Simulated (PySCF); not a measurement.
Species: C4H12NP.
Numbering: `[CH3:1][CH2:2][N:3]([PH2:4])[CH2:5][CH3:6]` (hydrogens: H7, H8, H9 on C1; H10, H11 on C2; H12, H13 on P4; H14, H15 on C5; H16, H17, H18 on C6)

Geometry (GFN2-xTB, Å), atoms numbered from 1 in this order:
```
atom  x, y, z in Å
C1     1.9078    0.3157    0.6741
C2     1.3502    0.3210   -0.7476
N3    -0.0968    0.3253   -0.8375
P4    -0.8805    1.8197   -0.8914
C5    -0.8045   -0.8939   -0.5008
C6    -1.3167   -0.9856    0.9355
H7     1.4702    1.1332    1.2444
H8     1.6906   -0.6233    1.1768
H9     2.9868    0.4465    0.6455
H10    1.6981    1.2235   -1.2597
H11    1.7277   -0.5507   -1.2946
H12   -1.5390    1.8757    0.3612
H13   -2.0529    1.3369   -1.4961
H14   -1.6642   -0.9734   -1.1789
H15   -0.1335   -1.7327   -0.7074
H16   -2.0158   -0.1767    1.1390
H17   -1.8354   -1.9306    1.0763
H18   -0.5008   -0.9242    1.6496
```

Computed at PBE0/pcSseg-1 (PySCF, non-relativistic), with Q(14N) = 0.02044 b: N3, 14N (I = 1): χzz = -6.192 MHz, η = 0.066.

Q: Find the zero-field quadrupole resonance frequencies of 14N at N3.

A: From ν± = (3/4)|χ|(1 ± η/3) and ν0 = |χ|η/2: ν+ 4.745 MHz, ν− 4.542 MHz, ν0 0.204 MHz (nitrogen bonded to 2 C and P).

In a crystal, neighbours and librations shift these lines. One conformer (not necessarily the lowest) at the GFN2-xTB geometry, without solvent, vibrations or thermal averaging. GFN2-xTB bond lengths can be off by several hundredths of an ångström, more for odd bonds, and the gradients follow them. The basis is small and wasn't made for field gradients, so the couplings can be 20 % off.

The run behind these numbers computed NMR shieldings as well. Time: 27 s (grids of density and orbitals included); peak memory 0.77 GiB. Hardware: Arm Neoverse V1, one thread, on a shared host.
